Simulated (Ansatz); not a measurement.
Born–Oppenheimer molecular dynamics of C₂H₇Si (10 atoms, charge -1, multiplicity 1). It starts at the highest image of a converged band, a first-order saddle point between two minima.

The calculation used RKS PBE/def2-SVP (Ansatz).

| Item | Value |
| --- | --- |
| ensemble | NVE (velocity Verlet) |
| time step | 0.5 fs |
| steps asked | 200 |
| starting velocities drawn for | 300 K |
| seed | 12825 |

Frames 5 fs apart, positions in Å.

Velocities at 15.0 fs (Å/ps):

```
C 1.71 2.59 3.72
C 2.98 0.80 -0.56
Si 0.86 -3.44 1.72
H 29.17 -12.49 -19.21
H -4.23 3.26 -10.25
H -15.45 4.24 10.91
H -4.33 -17.91 -7.06
H -9.64 23.24 -7.60
H -2.59 11.27 -10.29
H -72.77 43.77 -42.13
```

```xyz
10
Properties=species:S:1:pos:R:3 time_fs=15.0 energy_less_start_eV=-0.367 T=658
C -1.003 0.718 -0.695
C 0.384 0.069 -0.475
Si 1.005 -1.005 0.945
H -1.773 0.005 -1.099
H -1.028 1.568 -1.380
H -1.338 1.096 0.258
H 0.944 -0.157 -1.394
H 0.044 -2.066 1.349
H 0.827 -0.198 2.271
H 1.672 0.475 0.043
10
Properties=species:S:1:pos:R:3 time_fs=20.0 energy_less_start_eV=-1.726 T=1971
C -0.987 0.732 -0.677
C 0.414 0.080 -0.477
Si 1.016 -1.026 0.955
H -1.614 -0.059 -1.150
H -1.030 1.604 -1.441
H -1.445 1.102 0.315
H 0.857 -0.295 -1.457
H -0.127 -2.037 1.334
H 0.782 -0.109 2.194
H 1.080 0.793 -0.243
10
Properties=species:S:1:pos:R:3 time_fs=25.0 energy_less_start_eV=-0.670 T=951
C -0.971 0.742 -0.665
C 0.428 0.097 -0.497
Si 1.033 -1.057 0.972
H -1.558 -0.087 -1.120
H -0.991 1.558 -1.387
H -1.497 1.025 0.229
H 0.645 -0.427 -1.456
H -0.358 -1.985 1.288
H 0.676 0.024 2.090
H 0.749 1.439 -0.485
10
Properties=species:S:1:pos:R:3 time_fs=30.0 energy_less_start_eV=-1.354 T=1607
C -0.975 0.706 -0.668
C 0.436 0.187 -0.517
Si 1.046 -1.088 0.996
H -1.682 -0.068 -1.083
H -0.978 1.591 -1.381
H -1.538 1.001 0.287
H 0.517 -0.416 -1.469
H -0.439 -1.768 1.145
H 0.572 0.091 1.974
H 0.790 1.343 -0.689
10
Properties=species:S:1:pos:R:3 time_fs=35.0 energy_less_start_eV=-1.477 T=1722
C -1.022 0.663 -0.666
C 0.434 0.281 -0.545
Si 1.051 -1.109 1.019
H -1.791 -0.027 -1.061
H -1.070 1.569 -1.332
H -1.443 1.011 0.293
H 0.558 -0.300 -1.486
H -0.408 -1.511 0.952
H 0.532 0.061 1.914
H 1.298 0.949 -0.834
10
Properties=species:S:1:pos:R:3 time_fs=40.0 energy_less_start_eV=-0.274 T=567
C -1.071 0.660 -0.656
C 0.454 0.307 -0.589
Si 1.051 -1.116 1.034
H -1.781 -0.111 -1.046
H -1.252 1.550 -1.297
H -1.356 1.034 0.361
H 0.651 -0.311 -1.512
H -0.479 -1.415 0.791
H 0.559 0.011 1.995
H 1.706 0.906 -0.850
10
Properties=species:S:1:pos:R:3 time_fs=45.0 energy_less_start_eV=-1.100 T=1367
C -1.091 0.696 -0.636
C 0.535 0.293 -0.653
Si 1.039 -1.110 1.036
H -1.629 -0.243 -0.946
H -1.445 1.562 -1.319
H -1.355 0.971 0.413
H 0.690 -0.406 -1.503
H -0.536 -1.496 0.742
H 0.628 -0.047 2.171
H 1.291 0.903 -0.657
10
Properties=species:S:1:pos:R:3 time_fs=50.0 energy_less_start_eV=-0.583 T=866
C -1.065 0.732 -0.620
C 0.559 0.224 -0.698
Si 1.014 -1.094 1.028
H -1.460 -0.286 -0.782
H -1.541 1.453 -1.286
H -1.385 0.873 0.427
H 0.727 -0.478 -1.538
H -0.435 -1.664 0.838
H 0.707 -0.153 2.297
H 1.141 1.437 -0.475
10
Properties=species:S:1:pos:R:3 time_fs=55.0 energy_less_start_eV=-1.218 T=1475
C -1.001 0.715 -0.599
C 0.548 0.214 -0.682
Si 0.989 -1.072 1.010
H -1.481 -0.302 -0.699
H -1.559 1.409 -1.337
H -1.337 0.895 0.463
H 0.837 -0.347 -1.643
H -0.334 -1.859 1.012
H 0.735 -0.266 2.308
H 0.963 1.342 -0.565
10
Properties=species:S:1:pos:R:3 time_fs=60.0 energy_less_start_eV=-1.683 T=1918
C -0.941 0.644 -0.580
C 0.499 0.226 -0.629
Si 0.972 -1.049 0.981
H -1.631 -0.230 -0.686
H -1.383 1.337 -1.329
H -1.165 1.053 0.424
H 0.875 -0.062 -1.624
H -0.315 -2.018 1.175
H 0.661 -0.271 2.277
H 1.123 1.149 -0.747
10
Properties=species:S:1:pos:R:3 time_fs=65.0 energy_less_start_eV=-0.499 T=785
C -0.913 0.569 -0.562
C 0.455 0.217 -0.567
Si 0.964 -1.032 0.946
H -1.745 -0.171 -0.632
H -1.118 1.350 -1.376
H -1.019 1.224 0.366
H 0.790 -0.039 -1.619
H -0.273 -2.023 1.239
H 0.503 -0.150 2.207
H 1.446 1.303 -0.665
10
Properties=species:S:1:pos:R:3 time_fs=70.0 energy_less_start_eV=-1.522 T=1760
C -0.934 0.569 -0.544
C 0.506 0.209 -0.520
Si 0.965 -1.018 0.915
H -1.740 -0.184 -0.527
H -0.954 1.295 -1.427
H -1.045 1.265 0.277
H 0.681 -0.244 -1.526
H -0.252 -1.914 1.157
H 0.352 -0.011 2.017
H 1.150 0.959 -0.360
```

Of the whole run (100 fs, mean temperature of the second half 1318 K): The conserved energy stayed within 1.4 meV per atom of its start (net change -0.42 meV per atom), so the integration is sound. The system heated up, since it started high on the potential surface and ran downhill. A run of 0.1 ps of so small a system gives no equilibrium averages. The orbitals stay closed-shell, which can raise the energy where a bond breaks towards radicals; this wasn't checked here. Limits of this set-up: an anion without diffuse functions, the dipole of an ion depends on the origin.

Run time: 6.2 min on 1 thread of Arm Neoverse V2 (shared host), peak memory 0.1 GiB.
